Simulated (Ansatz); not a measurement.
## Structure relaxation of Pb₃F

Method: Ansatz, DFT PBE, scalar-relativistic, plane waves, PAW. Cutoff 420 eV, Γ-centred k mesh, Gaussian smearing, no spin polarisation in the final step.

Pb₃F was placed on the Cu3Au (L1_2) structure type (Pm-3m, No. 221), with F in place of Au, Pb in place of Cu, at a guessed volume.

```yaml
crystal:
  lattice:
    - [4.65423, 0.00000, 0.00000]
    - [0.00000, 4.65423, 0.00000]
    - [0.00000, 0.00000, 4.65423]
  atoms:
    - { symbol: Pb, position: [0.00000, 0.50000, 0.50000] }
    - { symbol: Pb, position: [0.50000, 0.00000, 0.50000] }
    - { symbol: Pb, position: [0.50000, 0.50000, 0.00000] }
    - { symbol: F, position: [0.00000, 0.00000, 0.00000] }
```

Cell and atoms relax at zero pressure; the relaxation can't lower the symmetry of the start.

Formation energies are uncorrected and refer to the elements' standard structures at the same level (F₂ as a molecule).

(1) Which crystal results?

(2) What are its volume, energy, density and gap?

## Answers

(1) It keeps Pm-3m (No. 221). The result has the Cu3Au (L1_2) structure. Conventional cell: a = 4.722 Å. Pb is coordinated by 4 F at 3.34 Å and 8 Pb at 3.34 Å; around F lie 12 Pb at 3.34 Å.

Space group Pm-3m (No. 221). a = 4.722 Å, b = 4.722 Å, c = 4.722 Å, α = 90.00°, β = 90.00°, γ = 90.00°
| atom | site | symmetry | x | y | z |
| --- | --- | --- | --- | --- | --- |
| Pb | 3c | 4/mm.m | 0.0000 | 0.5000 | 0.5000 |
| F | 1a | m-3m | 0.0000 | 0.0000 | 0.0000 |

(2) The volume per atom is 26.32 Å³ and the density is 10.10 g/cm³. The energy over the elements is -0.45 eV/atom and the gap on the 10×10×10 mesh is 0 eV (a metal).

The final run used a 10×10×10 mesh on its 4-atom cell and 0.10 eV smearing. The k mesh leaves about 4 meV/atom of noise in metals. Spin–orbit coupling is left out. Symmetry constrained the relaxation, so the result can be a saddle point. The steps took of the order of 60 core-seconds in all.

Cost: 2 runs of about 1 core-minutes in all, on Arm Neoverse V2 (shared hosts).